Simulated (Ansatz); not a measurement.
Bulk modulus (GPa) of elemental metals (33 solids), computed with PBE (PAW; Ansatz, a first-principles code) and with r²SCAN+rVV10 in Ansatz (PAW). The set holds measured phases with no doubt noted on the run or the magnetic state but for the caveats below. 1 more of the class have both values but aren't in it, for one of these reasons: built or high-temperature cells, doubts on the run or the magnetic state, unlike cells, values of zero, layered or molecular crystals. Solids without a value at one level (not run, failed, or a magnetic order lost), or held back for tests, aren't counted.

Every twentieth of the way through the set, in order of the shift (worked out from unrounded values):

| solid | PBE | r²SCAN+rVV10 | shift (%) |
|---|---|---|---|
| bcc Fe | 197 | 177 | -9.9 |
| bcc Ba | 8.70 | 8.58 | -1.3 |
| bcc K | 3.58 | 3.58 | -0.1 |
| bcc Cs | 1.96 | 1.98 | +1.0 |
| hcp Be | 123 | 125 | +1.4 |
| hcp Zr | 93.3 | 96.8 | +3.7 |
| hcp Hf | 107 | 112 | +4.9 |
| fcc Ca | 17.4 | 18.2 | +5.1 |
| hcp Ti | 112 | 119 | +6.6 |
| hcp Co | 215 | 230 | +6.7 |
| bcc W | 303 | 326 | +7.7 |
| hcp Re | 364 | 396 | +8.9 |
| hcp Mg | 36.0 | 40.0 | +11.1 |
| fcc Ir | 347 | 389 | +12.1 |
| fcc Rh | 257 | 293 | +14.1 |
| fcc Pd | 168 | 196 | +17.0 |
| white tin (β-Sn) | 47.6 | 57.4 | +21 |
| fcc Cu | 141 | 170 | +21 |
| fcc Al | 76.9 | 93.8 | +22 |
| fcc Ag | 91.5 | 113 | +24 |
| hcp Cd | 38.4 | 52.1 | +36 |

The shift from PBE to r²SCAN+rVV10 has a median of +7.7 %, and eight in ten lie between -0.1 % and +22 %; r²SCAN+rVV10 is the larger in 29 and the smaller in 4 of 33. Each level is at its own cell, so the shift holds the change of volume too.

Ansatz's runs of these crystals have no spin polarisation, but for bcc Fe, hcp Co, fcc Ni. Meta-GGAs and exact exchange favour moments, which can bear on fcc Pd, bcc Fe, bcc V, hcp Co, hcp Ti, fcc Rh, fcc Ni.

Density-functional runs with spin start from parallel moments for bcc Fe, parallel moments for hcp Co, parallel moments for fcc Ni.

Spin–orbit coupling is left out, also for the solids with elements from indium on (bcc Ta, body-centred tetragonal In, bcc Ba, white tin (β-Sn), bcc W, fcc Ir, hcp Re, bcc Cs, hcp Hf, fcc Pb and 1 more); its size isn't shown.

In Ansatz's fits of the non-cubic solids, shape and atoms are relaxed at each volume.

Caveats cover the rows that aren't shown too.

Each level is taken at its own relaxed cell. Ansatz's density-functional and Hartree–Fock values are scalar-relativistic unless marked +SOC, with PAW data made under PBE.
